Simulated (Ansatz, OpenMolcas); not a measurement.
## N2O (nitrous oxide): a line through the functionals

N2O has 3 atoms, charge 0, and is taken as a singlet. As SMILES, `N#[N+][O-]`. The coordinates come from a PBE0-D4/def2-TZVP relaxation.

The HOMO–LUMO gap y, in eV, basis cc-pVTZ; a is the functional's share of exact exchange. Programs: Ansatz 0.2.0, OpenMolcas 26.06.

```
functional     program     a  y (eV)
      BLYP      Ansatz     0    7.00
       PBE      Ansatz     0    7.07
     B3LYP      Ansatz   0.2       ?
   r2SCAN0      Ansatz  0.25   10.04
      PBE0      Ansatz  0.25    9.68
    PW6B95  OpenMolcas  0.28    9.86
     BHLYP      Ansatz   0.5   12.27
```

**Question.** Fit y = c + s·a to the known rows and predict B3LYP.

**Answer.** 
1. Means of the 6 rows: a = 0.2133, y = 9.320.
2. Σ(Δa)² = 0.18033, Σ(Δa·Δy) = 1.8962, so the slope is 1.8962/0.18033 = 10.515.
3. Intercept: 9.320 − (10.515) × 0.2133 = 7.077. The largest residual of the fit is 0.33.
4. B3LYP: 7.077 + (10.515) × 0.2 = 9.18 eV.

The run gave 9.08 eV, so the prediction is off by +0.10 eV, within the scatter of the fit. Exact exchange lowers occupied levels and raises empty ones. The rows mix families of semi-local functionals, which the line can't see.
